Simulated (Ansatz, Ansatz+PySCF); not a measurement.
```xyz
2

H     0.0467   -0.0065   -0.8116
F     0.0024    0.0061    0.0425
```

RHF on singlet HF was run in several spherical basis sets with Ansatz (development build ahead of 0.2.0).

Problem. Rank the basis sets by the total energy that they give, lowest first, with the distance from the lowest.
A. def2-SVP
B. cc-pVDZ
C. 6-31G(d)

Solution. B (0.00 eV), C (0.55 eV), A (2.36 eV).

Totals follow the description of the cores as much as that of the bonds, so this order isn't one of quality for chemistry.
